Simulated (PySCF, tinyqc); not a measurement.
CIS and TDHF on RHF in the sto-3g basis, for HF, spin multiplicity 1, step by step. The lowest restricted solution is unstable here: a spin-polarised one lies 0.0024 hartree lower (PySCF). Computed by tinyqc, a small Python program that keeps every step (integrals from PySCF). Settings: charge = 0, multiplicity = 1, basis = sto-3g, method = RHF, energy threshold = 1e-10, iteration cap = 61, orthogonalisation = symmetric, start = atomic densities, DIIS depth = 6, TDHF = 1. Command: `OMP_NUM_THREADS=1 python tinyqc.py 26845 26846 out.jsonl` (the two numbers bound the seeds that draw the settings). One thread of a shared host (Intel(R) Xeon(R) Processor @ 2.60GHz), about 0.08 s of CPU time with the checks. The early iterations of the SCF are left out here.

## One-electron integrals

Geometry (angstrom):
```
atom         x         y         z
F     0.000000  0.000000  0.000000
H     0.000000  0.000000  1.249000
```

Basis sto-3g: exponents (1/bohr^2) and contraction coefficients of normalised primitives:
```
element  l (shell)    exponent  coefficient
F            s (1)  166.679130     0.154329
F            s (1)   30.360812     0.535328
F            s (1)    8.216821     0.444635
F            s (2)    6.464803    -0.099967
F            s (2)    1.502281     0.399513
F            s (2)    0.488588     0.700115
F            p (3)    6.464803     0.155916
F            p (3)    1.502281     0.607684
F            p (3)    0.488588     0.391957
H            s (1)    3.425251     0.154329
H            s (1)    0.623914     0.535328
H            s (1)    0.168855     0.444635
```

Overlap, kinetic and nuclear-attraction integrals over the contracted functions; the nuclear repulsion is the sum of Za Zb / Rab.

nuclear repulsion = 3.81312642 hartree

overlap S, lower triangle:
```
           1F 1s     1F 2s    1F 2px    1F 2py    1F 2pz     2H 1s
1F 1s   1.000000
1F 2s   0.237990  1.000000
1F 2px  0.000000  0.000000  1.000000
1F 2py  0.000000  0.000000  0.000000  1.000000
1F 2pz  0.000000  0.000000  0.000000  0.000000  1.000000
2H 1s   0.022453  0.259972  0.000000  0.000000  0.229049  1.000000
```

kinetic energy T (hartree), lower triangle:
```
            1F 1s     1F 2s    1F 2px    1F 2py    1F 2pz     2H 1s
1F 1s   36.984577
1F 2s   -0.212858  1.037995
1F 2px   0.000000  0.000000  3.248015
1F 2py   0.000000  0.000000  0.000000  3.248015
1F 2pz   0.000000  0.000000  0.000000  0.000000  3.248015
2H 1s   -0.007164  0.013601  0.000000  0.000000  0.082723  0.760032
```

nuclear attraction V (hartree), lower triangle:
```
             1F 1s       1F 2s      1F 2px      1F 2py      1F 2pz      2H 1s
1F 1s   -77.433260
1F 2s    -9.277640  -11.964675
1F 2px    0.000000    0.000000  -11.854905
1F 2py    0.000000    0.000000    0.000000  -11.854905
1F 2pz   -0.008116   -0.101116    0.000000    0.000000  -11.906707
2H 1s    -0.896143   -2.205040    0.000000    0.000000   -1.663832  -4.996042
```

core Hamiltonian H = T + V (hartree), lower triangle:
```
             1F 1s       1F 2s     1F 2px     1F 2py     1F 2pz      2H 1s
1F 1s   -40.448684
1F 2s    -9.490498  -10.926680
1F 2px    0.000000    0.000000  -8.606891
1F 2py    0.000000    0.000000   0.000000  -8.606891
1F 2pz   -0.008116   -0.101116   0.000000   0.000000  -8.658692
2H 1s    -0.903307   -2.191439   0.000000   0.000000  -1.581109  -4.236010
```

## Two-electron integrals

Functions are numbered as in S; the eight-fold symmetry (ij|kl) = (ji|kl) = (kl|ij) leaves the list below.

Two-electron integrals (ij|kl) in chemists' order, unique and non-zero (hartree):
```
(11|11) 5.403501   (21|11) 0.841920   (21|21) 0.156299   (22|11) 1.268028
(22|21) 0.292344   (22|22) 0.926167   (31|31) 0.027998   (32|31) 0.043169
(32|32) 0.204588   (33|11) 1.264502   (33|21) 0.292403   (33|22) 0.925959
(33|33) 0.997514   (41|41) 0.027998   (42|41) 0.043169   (42|42) 0.204588
(43|43) 0.053770   (44|11) 1.264502   (44|21) 0.292403   (44|22) 0.925959
(44|33) 0.889973   (44|44) 0.997514   (51|51) 0.027998   (52|51) 0.043169
(52|52) 0.204588   (53|53) 0.053770   (54|54) 0.053770   (55|11) 1.264502
(55|21) 0.292403   (55|22) 0.925959   (55|33) 0.889973   (55|44) 0.889973
(55|55) 0.997514   (61|11) 0.080357   (61|21) 0.014805   (61|22) 0.027559
(61|33) 0.027518   (61|44) 0.027518   (61|51) 0.000584   (61|52) 0.001105
(61|55) 0.027646   (61|61) 0.001416   (62|11) 0.224407   (62|21) 0.052522
(62|22) 0.188240   (62|33) 0.185402   (62|44) 0.185402   (62|51) 0.003547
(62|52) 0.028936   (62|55) 0.193727   (62|61) 0.005053   (62|62) 0.049028
(63|31) 0.005241   (63|32) 0.032042   (63|53) 0.005926   (63|63) 0.006949
(64|41) 0.005241   (64|42) 0.032042   (64|54) 0.005926   (64|64) 0.006949
(65|11) 0.161448   (65|21) 0.038244   (65|22) 0.146826   (65|33) 0.140774
(65|44) 0.140774   (65|51) 0.007479   (65|52) 0.053153   (65|55) 0.158761
(65|61) 0.003814   (65|62) 0.047071   (65|65) 0.051887   (66|11) 0.418682
(66|21) 0.099555   (66|22) 0.412623   (66|33) 0.400178   (66|44) 0.400178
(66|51) 0.007506   (66|52) 0.087834   (66|55) 0.437163   (66|61) 0.009611
(66|62) 0.145023   (66|65) 0.162756   (66|66) 0.774606
```

## Orthogonalisation

S = U s U^T; symmetric (Loewdin) form X = U s^(-1/2) U^T, so that X^T S X = 1.

eigenvalues of S: 0.612382  0.852511  1.000000  1.000000  1.127526  1.407581

X, lower triangle:
```
            1F 1s      1F 2s    1F 2px    1F 2py     1F 2pz     2H 1s
1F 1s    1.022614
1F 2s   -0.126821   1.051456
1F 2px   0.000000   0.000000  1.000000
1F 2py   0.000000   0.000000  0.000000  1.000000
1F 2pz  -0.002921   0.025159  0.000000  0.000000   1.021609
2H 1s    0.013973  -0.143918  0.000000  0.000000  -0.124126  1.049878
```

## Iteration 7 (converged): orbitals

converged F (hartree), lower triangle:
```
             1F 1s      1F 2s     1F 2px     1F 2py     1F 2pz      2H 1s
1F 1s   -25.917617
1F 2s    -6.625516  -3.016733
1F 2px    0.000000   0.000000  -0.463438
1F 2py    0.000000   0.000000   0.000000  -0.463438
1F 2pz   -0.015015  -0.022529   0.000000   0.000000  -0.214488
2H 1s    -0.638286  -0.631527   0.000000   0.000000  -0.424377  -0.284876
```

Diagonalise F' = X^T F X, C = X C', fill 5 alpha and 5 beta electrons from the bottom; D = 2 C_occ C_occ^T. Each column has its largest component positive (the first on a tie).

F' = X^T F X (hartree), lower triangle:
```
            1          2          3          4          5          6
1  -25.449060
2   -3.392777  -1.821277
3    0.000000   0.000000  -0.463438
4    0.000000   0.000000   0.000000  -0.463438
5   -0.032829   0.057330   0.000000   0.000000  -0.119362
6   -0.039284  -0.312090   0.000000   0.000000  -0.412256  -0.076234
```

orbital energies (hartree): MO1 -25.926876, MO2 -1.413535, MO3 -0.481885, MO4 -0.463438, MO5 -0.463438, MO6 0.356363

coefficients C:
```
              MO1        MO2        MO3        MO4       MO5        MO6
1F 1s    0.994984  -0.258549   0.049658   0.000000  0.000000   0.052160
1F 2s    0.020566   0.997999  -0.253338   0.000000  0.000000  -0.287026
1F 2px   0.000000   0.000000   0.000000  -0.012242  0.999925   0.000000
1F 2py   0.000000   0.000000   0.000000   0.999925  0.012242   0.000000
1F 2pz   0.001240   0.023622   0.685259   0.000000  0.000000  -0.767850
2H 1s   -0.002988   0.096640   0.599354   0.000000  0.000000   0.877488
```

D after iteration 7, lower triangle:
```
            1F 1s      1F 2s    1F 2px    1F 2py    1F 2pz     2H 1s
1F 1s    2.118614
1F 2s   -0.500297   2.121211
1F 2px   0.000000   0.000000  2.000000
1F 2py   0.000000   0.000000  0.000000  2.000000
1F 2pz   0.058309  -0.300004  0.000000  0.000000  0.940280
2H 1s    0.003607  -0.110908  0.000000  0.000000  0.825985  0.737148
```

Within a degenerate level the vectors are fixed only up to a rotation; this is one choice.

## Convergence

Stop when the energy changes by less than 1e-10 hartree and every element of the error matrix X^T (F D S - S D F) X is below 3e-06.

Course of the cycle:
```
iteration   E (hartree)     change  largest element of the error matrix
1          -99.10908934          -                             7.34e-01
2          -98.43784188   6.71e-01                             3.18e-01
3          -98.50624207  -6.84e-02                             2.07e-02
4          -98.50662450  -3.82e-04                             2.65e-03
5          -98.50662933  -4.83e-06                             3.45e-05
6          -98.50662934  -8.51e-10                             3.89e-07
7          -98.50662934  -1.14e-13                             2.19e-09
```

PySCF RHF in the same basis = -98.50662934 hartree

Converged in 7 iterations.

## Integrals over molecular orbitals

(pq|rs) = sum C_ip C_jq C_kr C_ls (ij|kl), one index at a time.

one-electron integrals over orbitals h = C^T H C (hartree), lower triangle:
```
            1          2          3          4          5          6
1  -40.431398
2    0.722840  -9.123050
3   -0.130887   0.488710  -6.802356
4    0.000000   0.000000   0.000000  -8.606891
5    0.000000   0.000000   0.000000   0.000000  -8.606891
6   -0.142673   0.778123   2.263257   0.000000   0.000000  -5.984920
```

Two-electron integrals over orbitals (pq|rs), unique and non-zero (hartree):
```
(11|11) 5.364462    (21|11) -0.521964   (21|21) 0.080060    (22|11) 1.233525
(22|21) -0.022744   (22|22) 0.872841    (31|11) 0.099438    (31|21) -0.014753
(31|22) 0.006457    (31|31) 0.017333    (32|11) -0.118524   (32|21) 0.005016
(32|22) -0.045287   (32|31) 0.020536    (32|32) 0.134753    (33|11) 0.886686
(33|21) -0.008508   (33|22) 0.691319    (33|31) -0.002087   (33|32) -0.014382
(33|33) 0.675850    (41|41) 0.029536    (42|41) 0.040110    (42|42) 0.189404
(43|41) -0.006951   (43|42) -0.027775   (43|43) 0.035308    (44|11) 1.264026
(44|21) -0.015090   (44|22) 0.895152    (44|31) 0.002934    (44|32) -0.065574
(44|33) 0.677828    (44|44) 0.997514    (51|51) 0.029536    (52|51) 0.040110
(52|52) 0.189404    (53|51) -0.006951   (53|52) -0.027775   (53|53) 0.035308
(54|54) 0.053770    (55|11) 1.264026    (55|21) -0.015090   (55|22) 0.895152
(55|31) 0.002934    (55|32) -0.065574   (55|33) 0.677828    (55|44) 0.889973
(55|55) 0.997514    (61|11) 0.105377    (61|21) -0.016836   (61|22) 0.002698
(61|31) -0.012322   (61|32) -0.023212   (61|33) 0.005645    (61|44) 0.003073
(61|55) 0.003073    (61|61) 0.019831    (62|11) -0.153281   (62|21) 0.004056
(62|22) -0.084854   (62|31) -0.019933   (62|32) -0.076805   (62|33) -0.022072
(62|44) -0.083994   (62|55) -0.083994   (62|61) 0.018926    (62|62) 0.091477
(63|11) -0.421551   (63|21) 0.007061    (63|22) -0.237419   (63|31) 0.001436
(63|32) 0.079871    (63|33) -0.093278   (63|44) -0.246432   (63|55) -0.246432
(63|61) -0.004771   (63|62) 0.036375    (63|63) 0.232089    (64|41) -0.006905
(64|42) -0.028226   (64|43) -0.022282   (64|64) 0.029046    (65|51) -0.006905
(65|52) -0.028226   (65|53) -0.022282   (65|65) 0.029046    (66|11) 0.838364
(66|21) -0.008939   (66|22) 0.638858    (66|31) 0.010130    (66|32) 0.045615
(66|33) 0.647667    (66|44) 0.623248    (66|55) 0.623248    (66|61) -0.007210
(66|62) -0.053375   (66|63) -0.026121   (66|66) 0.674083
```

## CIS matrix, singlets

A(ia,jb) = (e_a - e_i) d_ij d_ab + 2 (ia|jb) - (ij|ab).

CIS matrix A, singlet (hartree), lower triangle:
```
           1>6       2>6       3>6       4>6       5>6
1>6  25.484537
2>6   0.046791  1.313992
3>6  -0.019673  0.027134  0.654759
4>6   0.000000  0.000000  0.000000  0.254644
5>6   0.000000  0.000000  0.000000  0.000000  0.254644
```

## CIS singlet states

dipole integrals <i|r|a> (bohr):
```
             x          y          z
1>6   0.000000   0.000000  -0.043487
2>6   0.000000   0.000000  -0.066651
3>6   0.000000   0.000000   1.207055
4>6   0.000236  -0.019309   0.000000
5>6  -0.019309  -0.000236   0.000000
```

Diagonalise A (1 hartree = 27.211386 eV); each vector has its largest component positive (the first on a tie). The transition dipole is mu = sqrt2 sum c_ia <i|r|a>.

singlet excitation energies (eV): 6.929207  6.929207  17.786055  35.783507  693.472470

lowest vectors:
```
      state 1    state 2    state 3    state 4    state 5
1>6  0.000000   0.000000   0.000869  -0.001901   0.999998
2>6  0.000000   0.000000  -0.041116   0.999153   0.001935
3>6  0.000000   0.000000   0.999154   0.041117  -0.000790
4>6  0.042880   0.999080   0.000000   0.000000   0.000000
5>6  0.999080  -0.042880   0.000000   0.000000   0.000000
```

oscillator strengths 2/3 w |mu|^2: 0.000127  0.000127  1.273301  0.000500  0.067498

Within a degenerate level the vectors are fixed only up to a rotation; this is one choice.

## TDHF (RPA) singlet states

B(ia,jb) = 2 (ia|jb) - (ib|ja); the squared energies are the eigenvalues of (A - B)(A + B); 1 hartree = 27.211386 eV.

TDHF matrix B, singlet (hartree), lower triangle:
```
           1>6       2>6       3>6       4>6       5>6
1>6   0.019831
2>6   0.018926  0.091477
3>6  -0.004771  0.036375  0.232089
4>6   0.000000  0.000000  0.000000  0.029046
5>6   0.000000  0.000000  0.000000  0.000000  0.029046
```

squared energies w^2 (hartree^2): 0.064000  0.064000  0.373520  1.718080  649.465908

TDHF energies from the positive w^2 (eV): 6.883982  6.883982  16.630587  35.667477  693.471866

## CIS matrix, triplets

A(ia,jb) = (e_a - e_i) d_ij d_ab - (ij|ab).

CIS matrix A, triplet (hartree), lower triangle:
```
           1>6        2>6       3>6       4>6       5>6
1>6  25.444875
2>6   0.008939   1.131039
3>6  -0.010130  -0.045615  0.190580
4>6   0.000000   0.000000  0.000000  0.196552
5>6   0.000000   0.000000  0.000000  0.000000  0.196552
```

## CIS triplet states

Diagonalise A (1 hartree = 27.211386 eV); each vector has its largest component positive (the first on a tie).

triplet excitation energies (eV): 5.125792  5.348456  5.348456  30.837099  692.390509

lowest vectors:
```
      state 1   state 2    state 3    state 4    state 5
1>6  0.000384  0.000000   0.000000  -0.000387   1.000000
2>6  0.048329  0.000000   0.000000   0.998831   0.000368
3>6  0.998831  0.000000   0.000000  -0.048329  -0.000402
4>6  0.000000  0.031495   0.999504   0.000000   0.000000
5>6  0.000000  0.999504  -0.031495   0.000000   0.000000
```

Within a degenerate level the vectors are fixed only up to a rotation; this is one choice.

## TDHF (RPA) triplet states

B(ia,jb) = - (ib|ja); the squared energies are the eigenvalues of (A - B)(A + B); 1 hartree = 27.211386 eV.

TDHF matrix B, triplet (hartree), lower triangle:
```
           1>6        2>6        3>6        4>6        5>6
1>6  -0.019831
2>6  -0.018926  -0.091477
3>6   0.004771  -0.036375  -0.232089
4>6   0.000000   0.000000   0.000000  -0.029046
5>6   0.000000   0.000000   0.000000   0.000000  -0.029046
```

squared energies w^2 (hartree^2): -0.020208  0.037789  0.037789  1.275022  647.440887

TDHF energies from the positive w^2 (eV): 5.289734  5.289734  30.726242  692.389906

A + B or A - B has a negative eigenvalue: the restricted solution is unstable towards a spin-polarised one, a negative w^2 means an imaginary energy, and the lowest roots have no physical meaning.
